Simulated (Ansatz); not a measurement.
A nudged elastic band was laid between two geometries of C2H3NS (7 atoms, charge 0, multiplicity 1).

Computed with RKS PBE0/def2-SVP (Ansatz).

```json
{"movable images": "5", "climbing image": "yes", "spring": "5.0 eV/Å²", "optimiser": "quadratic models (default)", "start path": "IDPP", "force threshold": "0.03 eV/Å", "iteration limit": "60", "end points": "relaxed"}
```

Initial state:

```xyz
7
Properties=species:S:1:pos:R:3
N -1.391 0.468 -0.894
C -0.524 -0.154 -0.238
C 0.765 -0.185 0.446
S -0.239 -1.740 0.423
H -1.093 1.436 -1.051
H 1.683 -0.200 -0.154
H 0.859 0.307 1.422
```

Final state:

```xyz
7
Properties=species:S:1:pos:R:3
N -0.896 1.084 -0.833
C -0.348 0.129 -0.238
C 0.837 -0.252 0.505
S -0.454 -1.559 0.251
H -1.805 0.824 -1.224
H 1.776 -0.401 -0.041
H 0.951 0.107 1.535
```

**Question.** Which bonds break or form, and what moves?

**Answer.** No bond is made or broken. The dihedral H5–N1–C2–S4 changes from -180 to 0° by way of a nearly straight angle H5–N1–C2 (up to 177°), not by a turn about the bond.

**Question.** What energy profile does the band end with?

**Answer.** The forces met the threshold. The highest image is number 3 of 0 to 6, 79.0 kJ/mol above the first end and 88.8 kJ/mol above the last; the last end lies 9.8 kJ/mol below the first. A vibrational analysis at the climbing image gives one clearly imaginary mode, 949i cm⁻¹: a first-order saddle point.

```
image  path coordinate (Å)  energy (kJ/mol)  angle H5–N1–C2 (°)
    0                 0.00              0.0                 110
    1                 0.30             10.5                 122
    2                 0.60             47.0                 144
    3                 0.90             79.0                 177
    4                 1.19             45.9                 150
    5                 1.48              3.4                 125
    6                 1.76             -9.8                 112
```

**Question.** What is the geometry of the highest image?

**Answer.** 
```xyz
7
Properties=species:S:1:pos:R:3
N -1.039 0.846 -0.831
C -0.396 0.020 -0.228
C 0.798 -0.350 0.517
S -0.432 -1.720 0.314
H -1.530 1.560 -1.319
H 1.741 -0.465 -0.034
H 0.919 0.042 1.535
```

**Question.** What are the harmonic wavenumbers there?

**Answer.** 949i, 397, 424, 502, 592, 677, 901, 956, 982, 1097, 1426, 2051, 3104, 3200, 3955 cm⁻¹.

Run time: 84 s on 1 thread of Arm Neoverse V1, on a shared host, peak memory 0.14 GiB.
